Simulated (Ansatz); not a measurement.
Saddle point of CH₇AlO, closed shell (CH₅Al ([CH3][AlH2]) + H₂O → AlH₃O ([OH][AlH2]) + CH₄; bonds formed: C2–H5; dative contacts that become bonds: Al1–O6; bonds broken: Al1–C2, H5–O6), PBE0-D4/def2-TZVP structure:

Al1  (-0.733, 0.271, -0.754)
C2  (0.591, -0.942, 0.374)
H3  (-0.033, 0.800, -2.078)
H4  (-2.185, -0.358, -0.736)
H5  (0.236, 0.450, 0.751)
O6  (-0.407, 1.449, 0.673)
H7  (0.587, -1.598, -0.512)
H8  (1.654, -0.776, 0.571)
H9  (0.165, -1.530, 1.189)
H10  (0.126, 2.234, 0.521)
(Å)

Energies are electronic, without zero-point energy. Barriers and step energies count from the start structure reached by relaxing down the imaginary mode; all methods use the PBE0-D4 structures, on which another method's saddle can fall below an end. Computed with Ansatz 0.2.0 (basis: def2-TZVPP, with def2-QZVPP for the basis limit); correlated methods freeze the cores. B3LYP uses VWN-RPA correlation. Extrapolation: Hartree–Fock as exp(−7.88 √X), correlation as X^−2.97.

```json
{"method": "SPW92", "barrier (kcal/mol)": "?", "step energy (kcal/mol)": "-14.22"}
{"method": "PBE-D4", "barrier (kcal/mol)": "12.23", "step energy (kcal/mol)": "-17.24"}
{"method": "BLYP-D4", "barrier (kcal/mol)": "14.43", "step energy (kcal/mol)": "-20.41"}
{"method": "r2SCAN-D4", "barrier (kcal/mol)": "13.68", "step energy (kcal/mol)": "-17.63"}
{"method": "B97M-V", "barrier (kcal/mol)": "18.16", "step energy (kcal/mol)": "-17.91"}
{"method": "PBE0-D4", "barrier (kcal/mol)": "15.31", "step energy (kcal/mol)": "-16.33"}
{"method": "B3LYP-D4", "barrier (kcal/mol)": "16.65", "step energy (kcal/mol)": "-19.41"}
{"method": "r2SCAN0-D4", "barrier (kcal/mol)": "16.07", "step energy (kcal/mol)": "-16.91"}
{"method": "BHLYP-D4", "barrier (kcal/mol)": "20.37", "step energy (kcal/mol)": "-18.79"}
{"method": "CAM-B3LYP-D4", "barrier (kcal/mol)": "17.12", "step energy (kcal/mol)": "-18.79"}
{"method": "wB97X-V", "barrier (kcal/mol)": "?", "step energy (kcal/mol)": "-17.69"}
{"method": "wB97M-V", "barrier (kcal/mol)": "?", "step energy (kcal/mol)": "-17.46"}
{"method": "B2PLYP", "barrier (kcal/mol)": "17.37", "step energy (kcal/mol)": "-19.39"}
{"method": "PBE-QIDH", "barrier (kcal/mol)": "17.24", "step energy (kcal/mol)": "-16.66"}
{"method": "RPA on PBE", "barrier (kcal/mol)": "18.24", "step energy (kcal/mol)": "-18.14"}
{"method": "HF", "barrier (kcal/mol)": "28.48", "step energy (kcal/mol)": "-20.05"}
{"method": "MP2", "barrier (kcal/mol)": "16.85", "step energy (kcal/mol)": "-18.40"}
{"method": "CCSD", "barrier (kcal/mol)": "20.22", "step energy (kcal/mol)": "-18.03"}
{"method": "CCSD(T)", "barrier (kcal/mol)": "18.54", "step energy (kcal/mol)": "-17.78"}
```

Question: Fill in the withheld barriers. (Judge from chemistry; the value comes from the calculation.)

Answer: The calculation gives: SPW92 7.96; wB97X-V 17.62; wB97M-V 17.64 kcal/mol. Each is the energy of the saddle less that of the start structure, by the same method.

For comparison, the barrier by CCSD(T) at an estimated basis limit (MP2 extrapolated from triple and quadruple zeta, plus CCSD(T) − MP2 in triple zeta) is 18.10 kcal/mol.

T1 diagnostic: at most 0.012.

The step is the kind of ligand exchange by which a precursor binds to a hydroxyl group, or is hydrolysed, in atomic layer deposition of oxides.

Labels in which every atom is bracketed show which atoms are joined, not bond orders.

For scale, one of the runs: CCSD(T)/def2-TZVPP, 202 basis functions, launched by `ansatz run in.yaml --threads 2 --pin off --events-out ev --progress --plain --max-ram 4352MiB`. Hardware: 2 CPU threads of an Arm Neoverse V1, shared host. Wall time 63 s; peak host memory 2.5 GiB.
